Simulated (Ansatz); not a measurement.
How methods differ on BH2Cl (SMILES [H]B([H])Cl)

The species is BH2Cl (4 atoms), meant as a singlet with charge 0. As SMILES, `[H]B([H])Cl`. The shape is that of a GFN2-xTB optimisation.

```xyz
4

B     0.0693    0.1144   -0.0004
H     1.2401    0.0707    0.0155
H    -0.5121    1.1316   -0.0190
Cl   -0.7973   -1.3167    0.0038
```

Each level gives the energy change with the B1–H3 bond stretched from 1.172 to 2.929 Å (eV). The values are calculated.

| level | kind | program | value (eV) | less FCI/STO-3G | CPU time (all runs) |
| --- | --- | --- | --- | --- | --- |
| HF/STO-3G (restricted) | Hartree–Fock | Ansatz | 9.92 | +4.56 | 0.14 s |
| PBE/STO-3G (restricted) | GGA | Ansatz | 6.88 | +1.52 | 1.5 s |
| r2SCAN/STO-3G (restricted) | meta-GGA | Ansatz | 7.31 | +1.95 | 3.8 s |
| B3LYP/STO-3G (restricted) | global hybrid | Ansatz | 7.44 | +2.08 | 1.6 s |
| PBE0/STO-3G (restricted) | global hybrid | Ansatz | 7.76 | +2.40 | 1.5 s |
| wB97M-V/STO-3G (restricted) | range-separated hybrid | Ansatz | 8.11 | +2.75 | 21 s |
| wB97X/STO-3G (restricted) | range-separated hybrid | Ansatz | 8.36 | +3.00 | 6 s |
| BCCD(T)/STO-3G (restricted) | coupled cluster or CI | Ansatz | 5.35 | -0.01 | 0.27 s |
| FCI/STO-3G | exact in the basis | Ansatz | 5.36 | 0.00 | 0.64 s |

FCI/STO-3G is exact within its basis and frozen core, so for wave-function methods in that basis the difference is their error; functionals converge differently with the basis, so for them it is only a difference. Spin-restricted single references rise too steeply as a bond breaks, Hartree–Fock most of all. Perturbation and coupled-cluster corrections on them can overshoot downwards. The first shape isn't each level's own minimum. The values span 5.35 to 9.92 eV. All rows use very small basis sets, so even the best lies far from the true value. CPU times are rough (shared hosts, several kinds of processor): they show what a rung costs within a factor of a few.
